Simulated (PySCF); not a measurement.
Compound: 3-methylisoxazole, C4H5NO.
Numbering: `[CH3:1][c:2]1[cH:3][cH:4][o:5][n:6]1` (hydrogens: H7, H8, H9 on C1; H10 on C3; H11 on C4)

The same species was optimised twice, with GFN2-xTB and with PBE0-D3(BJ)/def2-SVP (PySCF), and the same property calculations (PySCF, gas phase) were run on both structures.

| coordinate | GFN2-xTB | PBE0-D3(BJ)/def2-SVP | change |
| --- | --- | --- | --- |
| O5–N6 (Å) | 1.353 | 1.363 | +0.010 |
| C2–C3 (Å) | 1.423 | 1.429 | +0.006 |
| C1–C2 (Å) | 1.483 | 1.488 | +0.005 |
| C2–N6 (Å) | 1.306 | 1.311 | +0.005 |
| C4–O5 (Å) | 1.336 | 1.332 | -0.004 |
| C3–C4 (Å) | 1.360 | 1.359 | -0.001 |
| C1–C2–N6 (°) | 122.2 | 120.6 | -1.6 |
| C2–N6–O5 (°) | 107.7 | 106.5 | -1.2 |
| C3–C2–N6 (°) | 110.0 | 110.8 | +0.8 |
| C1–C2–C3 (°) | 127.8 | 128.6 | +0.8 |
| C4–O5–N6 (°) | 109.0 | 109.7 | +0.7 |
| C2–C3–C4 (°) | 103.5 | 103.1 | -0.4 |
| C3–C4–O5 (°) | 109.8 | 110.0 | +0.2 |

Rotational constants: A = 9351, B = 3564, C = 2623 MHz (GFN2-xTB) against A = 9249, B = 3555, C = 2610 MHz (PBE0-D3(BJ)/def2-SVP).

On the GFN2-xTB structure: HOMO (eV) -7.72 [PBE0/pcSseg-1]; LUMO (eV) -0.22 [PBE0/pcSseg-1]; dipole (D) 3.03 [PBE0/pcSseg-1]; GIAO shielding of C1 (ppm) 173.4 [PBE0/pcSseg-1]; GIAO shielding of C2 (ppm) 24.4 [PBE0/pcSseg-1]; GIAO shielding of C3 (ppm) 75.1 [PBE0/pcSseg-1]; GIAO shielding of C4 (ppm) 21.3 [PBE0/pcSseg-1]; GIAO shielding of O5 (ppm) -64.0 [PBE0/pcSseg-1]; GIAO shielding of N6 (ppm) -143.7 [PBE0/pcSseg-1].

Problem. What do these properties become on the PBE0-D3(BJ)/def2-SVP structure?

Solution. 
```json
{"property": "HOMO (eV)", "level": "PBE0/pcSseg-1", "on GFN2-xTB": "-7.72", "on PBE0-D3(BJ)/def2-SVP": "-7.74", "change": "-0.02"}
{"property": "LUMO (eV)", "level": "PBE0/pcSseg-1", "on GFN2-xTB": "-0.22", "on PBE0-D3(BJ)/def2-SVP": "-0.25", "change": "-0.03"}
{"property": "dipole (D)", "level": "PBE0/pcSseg-1", "on GFN2-xTB": "3.03", "on PBE0-D3(BJ)/def2-SVP": "3.02", "change": "-0.01"}
{"property": "energy, GFN2-xTB geometry as zero (kcal/mol)", "level": "PBE0/pcSseg-1", "on GFN2-xTB": "0.0", "on PBE0-D3(BJ)/def2-SVP": "-0.4", "change": "-0.4"}
{"property": "GIAO shielding of C1 (ppm)", "level": "PBE0/pcSseg-1", "on GFN2-xTB": "173.4", "on PBE0-D3(BJ)/def2-SVP": "171.3", "change": "-2.1"}
{"property": "GIAO shielding of C2 (ppm)", "level": "PBE0/pcSseg-1", "on GFN2-xTB": "24.4", "on PBE0-D3(BJ)/def2-SVP": "22.7", "change": "-1.7"}
{"property": "GIAO shielding of C3 (ppm)", "level": "PBE0/pcSseg-1", "on GFN2-xTB": "75.1", "on PBE0-D3(BJ)/def2-SVP": "75.4", "change": "+0.3"}
{"property": "GIAO shielding of C4 (ppm)", "level": "PBE0/pcSseg-1", "on GFN2-xTB": "21.3", "on PBE0-D3(BJ)/def2-SVP": "21.2", "change": "-0.1"}
{"property": "GIAO shielding of O5 (ppm)", "level": "PBE0/pcSseg-1", "on GFN2-xTB": "-64.0", "on PBE0-D3(BJ)/def2-SVP": "-68.5", "change": "-4.5"}
{"property": "GIAO shielding of N6 (ppm)", "level": "PBE0/pcSseg-1", "on GFN2-xTB": "-143.7", "on PBE0-D3(BJ)/def2-SVP": "-145.6", "change": "-1.9"}
```

The heavy atoms differ by 0.010 Å rms after alignment. Among bonds between heavy atoms O5–N6 changes most (+0.010 Å). Changes are differences of the printed values. Neither structure is proved a minimum here.
